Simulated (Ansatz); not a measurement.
in.yaml

```yaml
crystal:
  periodic: [false, false, false]
  atoms:
    - {symbol: Al, position_ang: [0.000000, 0.000000, 0.686473]}
    - {symbol: N, position_ang: [0.000000, 0.000000, -1.084932]}
    - {symbol: H, position_ang: [0.000000, 0.833405, -1.649784]}
    - {symbol: H, position_ang: [0.000000, -0.833405, -1.649784]}
basis:
  gaussian: {orbitals: cc-pVTZ}
magnetization: {spin_polarized: false, initial_magnetization: 2}
correlation: {method: ccsd_t, electrons: outside_noble_gas}
```

```sh
$ ansatz run in.yaml --threads 2 --pin off --events-out ev --progress --plain --max-ram 16896MiB --backend cuda --devices 0, --max-vram 18GiB
```

Task: Roughly how long does this take on 2 threads of AMD EPYC 7R13 with a shared H100 80 GB, shared host, and how much host memory?

Result: 8.5 s wall and 0.84 GiB.

```
551 factors; integrals over basis functions are off by at most 1.3e-3 eV
mean field evaluation 1: about -8092.6458 eV, gradient 3.3e1 eV
mean field evaluation 2: about -8092.6520 eV, gradient 3.3e1 eV
mean field evaluation 4: about -8095.6866 eV, gradient 3.2e0 eV
mean field evaluation 8: about -8095.7697 eV, gradient 1.6e-1 eV
mean field evaluation 16: about -8094.3786 eV, gradient 2.3e1 eV
mean field evaluation 32: about -8095.1702 eV, gradient 2.5e-3 eV
mean field evaluation 64: about -8093.3408 eV, gradient 2.0e-4 eV
mean field evaluation 96: about -8095.1733 eV, gradient 4.1e-1 eV
mean field evaluation 128: about -8091.8644 eV, gradient 2.5e-4 eV
mean field evaluation 160: about -8089.2673 eV, gradient 6.4e-4 eV
mean field evaluation 192: about -8093.0147 eV, gradient 3.3e-1 eV
mean field evaluation 224: about -8091.8638 eV, gradient 2.6e-1 eV
mean field evaluation 256: about -8092.8060 eV, gradient 1.6e1 eV
mean field evaluation 288: about -8092.6774 eV, gradient 2.7e-1 eV
mean field evaluation 320: about -8092.6693 eV, gradient 6.0e-1 eV
mean field evaluation 352: about -8095.1702 eV, gradient 4.4e-2 eV
mean field evaluation 384: about -8089.8375 eV, gradient 2.5e1 eV
mean field evaluation 416: about -8095.1702 eV, gradient 1.4e-6 eV
mean field -8095.76996119 eV, -297.5140585637 hartree, gradient 2.7e-6 eV, S^2 2.000000; 11 other end points of the search recorded, 0 dependent functions left out
mean field evaluation 448: about -8093.6904 eV, gradient 7.6e-1 eV
mean field evaluation 480: about -8093.4420 eV, gradient 9.5e-1 eV
determinant -8095.76996119 eV, -297.5140585637 hartree, with singles and doubles -8103.08314961 eV, -297.7828132811 hartree
determinant -8095.17017352 eV, -297.4920167736 hartree, with singles and doubles -8102.40081940 eV, -297.7577381086 hartree
determinant -8093.34075637 eV, -297.4247869330 hartree, with singles and doubles -8100.71835664 eV, -297.6959087423 hartree
determinant -8093.01451921 eV, -297.4127979388 hartree, with singles and doubles -8100.37788127 eV, -297.6833965034 hartree
determinant -8092.67499226 eV, -297.4003205534 hartree, with singles and doubles -8100.29434376 eV, -297.6803265566 hartree
6 core orbitals not correlated: weight in the atoms' cores, before any rotation towards them, 1.000 or more for the frozen orbitals, at most 0.000 for the correlated occupied ones
reference -8095.76996119 eV, -297.5140585637 hartree; 6, 4 occupied and 80, 82 virtual orbitals, 551 factors
second order -6.90086917 eV of doubles, -0.01091576 eV of singles
cycle   1  -7.23789775 eV  change   -4.6e-1 eV  update   2.1e-2
cycle   2  -7.25709471 eV  change   -1.9e-2 eV  update   6.0e-3
cycle   3  -7.25872387 eV  change   -1.6e-3 eV  update   3.3e-3
cycle   4  -7.25907895 eV  change   -3.6e-4 eV  update   1.3e-3
cycle   5  -7.25970535 eV  change   -6.3e-4 eV  update   5.9e-4
cycle   6  -7.25982433 eV  change   -1.2e-4 eV  update   2.0e-4
cycle   7  -7.25979095 eV  change    3.3e-5 eV  update   7.4e-5
cycle   8  -7.25980737 eV  change   -1.6e-5 eV  update   3.3e-5
cycle   9  -7.25978795 eV  change    1.9e-5 eV  update   1.3e-5
cycle  10  -7.25978174 eV  change    6.2e-6 eV  update   5.2e-6
perturbative correction -0.28669577 eV, -0.0105358753 hartree
Total energy: -8103.31643870 eV, -297.7913864970 hartree
```

For the same geometry and basis UCCSDT(Q) lies 29.7 meV lower.
